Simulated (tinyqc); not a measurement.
Extended Hueckel theory, for H3O+, step by step. The parameters take no account of the charge, which enters only through the electron count. One step of it, computed by the program tinyqc.

Question. Mulliken analysis. P = C n C^T; charge = valence electrons (H 1, O 6) minus the sum of (P S)_ii on the atom; overlap population = 2 sum P_ij S_ij between two atoms.

coefficients:
```
              MO1        MO2        MO3        MO4        MO5        MO6        MO7
1O 2s    0.840518   0.000000  -0.000036   0.037240   0.000000   0.000458   1.052304
1O 2px  -0.000014   0.000000   0.687831   0.000012   0.000000  -0.944202   0.000667
1O 2py   0.000000   0.687793   0.000000   0.000000   0.944193   0.000000   0.000000
1O 2pz   0.005827   0.000000  -0.000011   0.997312   0.000000  -0.000047  -0.106813
2H 1s    0.108794   0.000000   0.406524  -0.019097   0.000000   0.966672  -0.663000
3H 1s    0.108756   0.352095  -0.203292  -0.019105  -0.837371  -0.483882  -0.662007
4H 1s    0.108756  -0.352095  -0.203292  -0.019105   0.837371  -0.483882  -0.662007
```

occupations: 2.000000  2.000000  2.000000  2.000000  0.000000  0.000000  0.000000

overlap S, lower triangle:
```
           1O 2s     1O 2px     1O 2py     1O 2pz     2H 1s     3H 1s     4H 1s
1O 2s   1.000000
1O 2px  0.000000   1.000000
1O 2py  0.000000   0.000000   1.000000
1O 2pz  0.000000   0.000000   0.000000   1.000000
2H 1s   0.448289   0.383803   0.000000  -0.038696  1.000000
3H 1s   0.448163  -0.191827   0.332342  -0.038681  0.173249  1.000000
4H 1s   0.448163  -0.191827  -0.332342  -0.038681  0.173249  0.173156  1.000000
```

Give: charges; Overlap populations.

Answer.

charges: 1O -0.189, 2H 0.396, 3H 0.396, 4H 0.396

Overlap populations:
```
pair      value
2-1    0.594793
3-1    0.594682
3-2   -0.048819
4-1    0.594682
4-2   -0.048819
4-3   -0.048796
```
